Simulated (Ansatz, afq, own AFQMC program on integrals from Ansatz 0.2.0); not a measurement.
# AlH, singlet in cc-pVTZ, levels against full CI

```xyz
2

Al    0.0000    0.0000    0.0000
H     0.0000    0.0000    1.8210
```

Basis cc-pVTZ. Only valence electrons are correlated. Integrals, coupled cluster, full CI and functionals: Ansatz 0.2.0; the random walks run on the same integrals in our own AFQMC program. ph-AFQMC/CISD is guided by a CISD state made of CCSD amplitudes; releasing the constraint for a short imaginary time cuts its bias at the price of noise, slowly where states lie close. Free AFQMC starts from the CCSD state and is never constrained. Its projection time is finite, and what remains of the start isn't in its error. ± is one standard error of the sampling.

Determinant: UHF, the one that the program's search chose, which needn't be the lowest solution. The geometry is a point of a scan.

Full CI on the same integrals is exact in this basis and with this determinant's frozen core.

Cautions: the determinant is a saddle point among determinants of its kind; the ph-AFQMC/CISD walk drifts between its halves (2.8 errors).

The T1 diagnostic is 0.0140. The weight of the determinant in the CISD state is 0.912. The ⟨S²⟩ of the determinant is 0.000 and the size of the correlated space is 4 electrons in 43 orbitals.

Reference: full CI, correlation energy -2.307 eV. The released energy is read at 2.40 1/Eh (meV from the phaseless value at times in 1/Eh: 0.5 ± 1.2 at 0.24, -0.7 ± 1.2 at 0.51, -1.6 ± 0.8 at 0.99, -2.1 ± 0.8 at 1.62, -3.7 ± 0.8 at 2.40).

```json
{"level": "HF", "E − E(reference) (kcal/mol)": "53.21", "share of correlation (%)": "0.00"}
{"level": "MP2", "E − E(reference) (kcal/mol)": "14.29", "share of correlation (%)": "73.15"}
{"level": "CCSD", "E − E(reference) (kcal/mol)": "1.26", "share of correlation (%)": "97.63"}
{"level": "CCSD(T)", "E − E(reference) (kcal/mol)": "0.30", "share of correlation (%)": "99.43"}
{"level": "CCSDT", "E − E(reference) (kcal/mol)": "0.04", "share of correlation (%)": "99.92"}
{"level": "CCSDT(Q)", "E − E(reference) (kcal/mol)": "0.01", "share of correlation (%)": "99.98"}
{"level": "ph-AFQMC/HF", "E − E(reference) (kcal/mol)": "-0.24 ± 0.37", "share of correlation (%)": "100.44"}
{"level": "ph-AFQMC/CISD", "E − E(reference) (kcal/mol)": "0.08 ± 0.03", "share of correlation (%)": "99.86"}
{"level": "released AFQMC", "E − E(reference) (kcal/mol)": "-0.01 ± 0.02", "share of correlation (%)": "100.02"}
{"level": "free AFQMC", "E − E(reference) (kcal/mol)": "0.01 ± 0.01", "share of correlation (%)": "99.98"}
```

CCSDT and higher add their correlation energy to the determinant of the CCSD(T) run, since their own runs factorise the integrals more tightly (a shift of under 2 meV). Free projections are given only where their last times agree within the noise and don't stop above the reference; a slow remainder of the start can still hide under it. A walk keeps the symmetry of its determinant, which the program's search chose and which needn't be the lowest solution, so a lower state of the same spin and another symmetry isn't excluded. Released energies are given only where the last usable release times agree within the noise; a slower fall can still hide under it.
